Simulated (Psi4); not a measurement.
**triplet [NO2]+: levels of theory compared**

Wanted: a comparison of 4 runs (UB3LYP/6-31G*, U-wB97X-V/def2-TZVPPD, UMP3/def2-TZVPPD) of triplet [NO2]+. 

The calculation is run with Psi4 1.11.

## 1. The system as given

[NO2]+ has 3 atoms, charge +1, and is taken as a triplet. As SMILES of the parent species, `O=[N+]=O`. The coordinates come from a PBE0-D4/def2-TZVP relaxation. That shape belongs to the parent species and isn't relaxed for this state.

Bond lengths: O1–N2 1.110 Å, N2–O3 1.110 Å. Angles: O1–N2–O3 180.0°.

## 2. Energy and forces at UB3LYP/6-31G(d) (spherical functions) (run 1)

The input, job.py:

```python
import psi4

psi4.set_memory('2200 MB')
psi4.set_num_threads(1)
psi4.core.set_output_file('output.dat', False)

molecule = psi4.geometry("""
1 3
O     -0.572980     0.927020    -0.209580
N     -0.000010    -0.000010     0.000000
O      0.572990    -0.927010     0.209580
symmetry c1
no_reorient
no_com
""")

options = {'reference': 'uks', 'puream': True, 'e_convergence': 1e-09, 'd_convergence': 1e-08, 'scf_type': 'pk', 'dft_radial_points': 99, 'dft_spherical_points': 590, 'maxiter': 100}
psi4.set_options(options)

e_tot, wfn = psi4.gradient("b3lyp/6-31G*", molecule=molecule, return_wfn=True)
print('gradient / Eh bohr^-1')
print(e_tot.np.round(6))
print(f'energy = {wfn.energy():.10f} Eh')
for k, v in sorted(psi4.core.scalar_variables().items()):
    print(f'{k:45s} {v:18.10f}')
```

Run with:

```console
python job.py
```

output.dat:

```text
[...]
  Running in c1 symmetry.
[...]
  Nuclear repulsion =   68.664162171166467
[...]
  Multiplicity = 3
[...]
  Nalpha       = 12
  Nbeta        = 10
[...]
    Number of basis functions: 42
[...]
   @UKS iter   1:  -204.45646038097047    7.33354e-01   5.38447e-03 ADIIS/DIIS
[...]
   @UKS iter  11:  -204.47965096635915   -7.67386e-13   1.90654e-09 DIIS
[...]
   @S^2 Observed:                2.004284855E+00
[...]
  @UKS Final Energy:  -204.47965096635915
   => Energetics <=
    Nuclear Repulsion Energy =             68.6641621711664669
    One-Electron Energy =                -406.5603553137623862
    Two-Electron Energy =                 152.5724519555375593
    DFT Exchange-Correlation Energy =     -19.1559097793007993
    Empirical Dispersion Energy =           0.0000000000000000
    VV10 Nonlocal Energy =                  0.0000000000000000
    Total Energy =                       -204.4796509663591451
[...]
  -Total Gradient:
     Atom            X                  Y                   Z
    ------   -----------------  -----------------  -----------------
       1        0.130485059460    -0.211138264009     0.047731610825
       2        0.000037973919    -0.000000527395     0.000005379265
       3       -0.130523034800     0.211138790230    -0.047736990124
[...]
```

The script printed:

```text
gradient / Eh bohr^-1
[[ 1.30485e-01 -2.11138e-01  4.77320e-02]
 [ 3.80000e-05 -1.00000e-06  5.00000e-06]
 [-1.30523e-01  2.11139e-01 -4.77370e-02]]
energy = -204.4796509664 Eh
CURRENT ENERGY                                   -204.4796509664
CURRENT REFERENCE ENERGY                         -204.4796509664
DD SOLVATION ENERGY                                 0.0000000000
DFT FUNCTIONAL TOTAL ENERGY                      -204.4796509664
DFT TOTAL ENERGY                                 -204.4796509664
DFT VV10 ENERGY                                     0.0000000000
DFT XC ENERGY                                     -19.1559097793
GRID ELECTRONS ALPHA                               11.9999999985
GRID ELECTRONS BETA                                10.0000000043
GRID ELECTRONS TOTAL                               22.0000000027
NUCLEAR REPULSION ENERGY                           68.6641621712
ONE-ELECTRON ENERGY                              -406.5603553138
PCM POLARIZATION ENERGY                             0.0000000000
PE ENERGY                                           0.0000000000
SCF ITERATION ENERGY                             -204.4796509664
SCF ITERATIONS                                     11.0000000000
SCF TOTAL ENERGY                                 -204.4796509664
TWO-ELECTRON ENERGY                               152.5724519555
XC GRID RADIAL POINTS                              99.0000000000
XC GRID SPHERICAL POINTS                          590.0000000000
XC GRID TOTAL POINTS                           162674.0000000000
```

Run time: 9.9 s. Hardware: 1 thread of Intel Xeon Platinum 8259CL at 2.50GHz (Skylake/Cascade Lake), shared host; peak memory 0.4 GiB.

## 3. A single-point energy at UB3LYP/6-31G(d) (Cartesian functions) (run 2)

The input, run.py:

```python
import psi4

psi4.set_memory('2200 MB')
psi4.set_num_threads(1)
psi4.core.set_output_file('run.log', False)

m = psi4.geometry("""
1 3
O     -0.572980     0.927020    -0.209580
N     -0.000010    -0.000010     0.000000
O      0.572990    -0.927010     0.209580
symmetry c1
no_reorient
no_com
""")

options = {'basis': '6-31G*', 'reference': 'uks', 'puream': False, 'e_convergence': 1e-09, 'd_convergence': 1e-08, 'scf_type': 'pk', 'dft_radial_points': 99, 'dft_spherical_points': 590, 'maxiter': 100}
psi4.set_options(options)

E, wfn = psi4.energy("b3lyp", return_wfn=True)
print(f'b3lyp energy: {E:.10f} Eh')
for k, v in sorted(psi4.core.scalar_variables().items()):
    print(f'{k:45s} {v:18.10f}')
```

Run with:

```console
python run.py
```

run.log:

```text
[...]
  Running in c1 symmetry.
[...]
  Nuclear repulsion =   68.664162171166467
[...]
  Multiplicity = 3
[...]
  Nalpha       = 12
  Nbeta        = 10
[...]
    Number of basis functions: 45
[...]
   @UKS iter   1:  -204.45914485649996    7.32374e-01   5.12431e-03 ADIIS/DIIS
[...]
   @UKS iter  11:  -204.48260386166999   -1.42109e-12   4.05458e-09 DIIS
[...]
   @S^2 Observed:                2.004284443E+00
[...]
  @UKS Final Energy:  -204.48260386166999
   => Energetics <=
    Nuclear Repulsion Energy =             68.6641621711664669
    One-Electron Energy =                -406.5487685729652867
    Two-Electron Energy =                 152.5436426582062950
    DFT Exchange-Correlation Energy =     -19.1416401180774862
    Empirical Dispersion Energy =           0.0000000000000000
    VV10 Nonlocal Energy =                  0.0000000000000000
    Total Energy =                       -204.4826038616699861
[...]
 Multipole Moments:
 ------------------------------------------------------------------------------------
     Multipole            Electronic (a.u.)      Nuclear  (a.u.)        Total (a.u.)
 ------------------------------------------------------------------------------------
 L = 1.  Multiply by 2.5417464519 to convert [e a0] to [Debye]
 Dipole X            :         -0.0000084            0.0000189            0.0000105
 Dipole Y            :         -0.0000052            0.0000189            0.0000137
 Dipole Z            :         -0.0000004            0.0000000           -0.0000004
 Magnitude           :                                                    0.0000172
[...]
```

On the terminal:

```text
b3lyp energy: -204.4826038617 Eh
CURRENT ENERGY                                   -204.4826038617
CURRENT REFERENCE ENERGY                         -204.4826038617
DD SOLVATION ENERGY                                 0.0000000000
DFT FUNCTIONAL TOTAL ENERGY                      -204.4826038617
DFT TOTAL ENERGY                                 -204.4826038617
DFT VV10 ENERGY                                     0.0000000000
DFT XC ENERGY                                     -19.1416401181
GRID ELECTRONS ALPHA                               11.9999999985
GRID ELECTRONS BETA                                10.0000000043
GRID ELECTRONS TOTAL                               22.0000000028
NUCLEAR REPULSION ENERGY                           68.6641621712
ONE-ELECTRON ENERGY                              -406.5487685730
PCM POLARIZATION ENERGY                             0.0000000000
PE ENERGY                                           0.0000000000
SCF ITERATION ENERGY                             -204.4826038617
SCF ITERATIONS                                     11.0000000000
SCF TOTAL ENERGY                                 -204.4826038617
TWO-ELECTRON ENERGY                               152.5436426582
XC GRID RADIAL POINTS                              99.0000000000
XC GRID SPHERICAL POINTS                          590.0000000000
XC GRID TOTAL POINTS                           162674.0000000000
```

Wall time 8.4 s (1 thread of Intel Xeon Platinum 8259CL at 2.50GHz (Skylake/Cascade Lake), shared host); peak memory 0.41 GiB.

Run 3 isn't shown in full; the table further down has it.

## 4. The energy at UMP3/def2-TZVPPD (run 4)

The input, no2.xyz:

```xyz
3
NO2
O     -0.572980     0.927020    -0.209580
N     -0.000010    -0.000010     0.000000
O      0.572990    -0.927010     0.209580
```

The input, run.py:

```python
import numpy as np
from ase.calculators.psi4 import Psi4
from ase.io import read

a = read('no2.xyz')
calc = Psi4(atoms=a, method='mp3', basis='def2-TZVPPD', memory='2200MB', num_threads=1, charge=1, multiplicity=3, label='no2', reference='uhf')
calc.psi4.set_options({'puream': True, 'e_convergence': 1e-09, 'd_convergence': 1e-08, 'scf_type': 'pk', 'num_frozen_docc': 3, 'maxiter': 100, 'mp_type': 'conv'})
a.calc = calc

print(f'energy: {a.get_potential_energy():.6f} eV')
```

Run with:

```console
python run.py
```

no2.dat:

```text
[...]
  Running in c1 symmetry.
[...]
  Nuclear repulsion =   68.664162171166467
[...]
  Multiplicity = 3
[...]
  Nalpha       = 12
  Nbeta        = 10
[...]
    Number of basis functions: 117
[...]
   @UHF iter   1:  -203.47883590616513    4.93847e-01   4.27595e-03 ADIIS/DIIS
[...]
   @UHF iter  16:  -203.61249141723408   -2.31353e-11   9.60129e-09 DIIS
[...]
   @S^2 Observed:                2.019291361E+00
[...]
  @UHF Final Energy:  -203.61249141723408
   => Energetics <=
    Nuclear Repulsion Energy =             68.6641621711664669
    One-Electron Energy =                -406.5333119241309987
    Two-Electron Energy =                 134.2566583357304353
    Total Energy =                       -203.6124914172340823
  UHF NO Occupations:
  HONO-2 :   10  A 1.9960027
  HONO-1 :   11  A 1.0000000
[...]
 Multipole Moments:
 ------------------------------------------------------------------------------------
     Multipole            Electronic (a.u.)      Nuclear  (a.u.)        Total (a.u.)
 ------------------------------------------------------------------------------------
 L = 1.  Multiply by 2.5417464519 to convert [e a0] to [Debye]
 Dipole X            :          0.0000077            0.0000001            0.0000078
 Dipole Y            :          0.0000144            0.0000001            0.0000144
 Dipole Z            :          0.0000027            0.0000000            0.0000027
 Magnitude           :                                                    0.0000166
[...]
	SCS-MP2 Total Energy (a.u.)        :  -204.15851272432289
	SOS-MP2 Total Energy (a.u.)        :  -204.14976172777801
[...]
	SOS-PI-MP2 Total Energy (a.u.)     :  -204.19109021320449
[...]
	MP2 Total Energy (a.u.)            :  -204.17601471741258
[...]
	SCS-MP3 Total Energy (a.u.)        :  -204.16069299070008
[...]
	MP3 Total Energy (a.u.)            :  -204.18473578292139
[...]
```

The script printed:

```text
energy: -5556.149666 eV
```

It took 50 s on 1 thread of Intel Xeon Platinum 8259CL at 2.50GHz (Skylake/Cascade Lake), shared host; peak memory 2.2 GiB.

## 5. The series

```
run                                level      task  Cartesian functions  energy (Eh)  HOMO energy (eV)   ⟨S²⟩  wall time
  1  UB3LYP/6-31G* (spherical functions)  gradient                   no  -204.479651            -14.45  2.004      9.9 s
  2  UB3LYP/6-31G* (Cartesian functions)    energy                  yes  -204.482604            -14.46  2.004      8.4 s
  3                U-wB97X-V/def2-TZVPPD    energy                   no  -204.513546            -17.11  2.005       64 s
  4                     UMP3/def2-TZVPPD    energy                   no  -204.184736            -19.89  2.019       50 s
```

## 6. Results

| quantity | value |
| --- | --- |
| run 4: total energy | -204.18474 Eh |
| run 4: HOMO energy (Hartree–Fock orbitals) (highest over α and β) | -19.89 eV |
| run 4: LUMO energy (Hartree–Fock orbitals) (lowest over α and β) | -10.12 eV |
| run 4: correlation energy (3 core orbitals frozen) | -572.2 mEh |
| run 4: ⟨S²⟩ of the reference determinant | 2.019 |

**Reading.** Totals of different functionals can't be ranked against each other. All runs together took 2.2 min, the longest 64 s.
